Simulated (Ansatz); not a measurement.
# α-N2

The numbers are results of LDA (Ansatz, a first-principles code, PAW), not measurements.

Settings: plane-wave cutoff 520 eV, 6×6×6 k mesh, Fermi–Dirac smearing 0.01 eV, scalar-relativistic PAW data made under PBE.

Cell: relaxed at this level.

* **lattice constant a**: 5.224 Å
* **band gap**: 6.87 eV (indirect)
* **smallest direct gap on the k points sampled**: 6.93 eV

Measured, for comparison: lattice constant a 5.644 Å (4 K, zero-point motion not removed, our sources range from 5.644 to 5.667; as tabulated in Wyckoff, Crystal Structures 1 (1963), as in the American Mineralogist Crystal …). Computed (rounded) less measured: lattice constant a -7.4 % (-7.4 % to -7.8 % over the range).
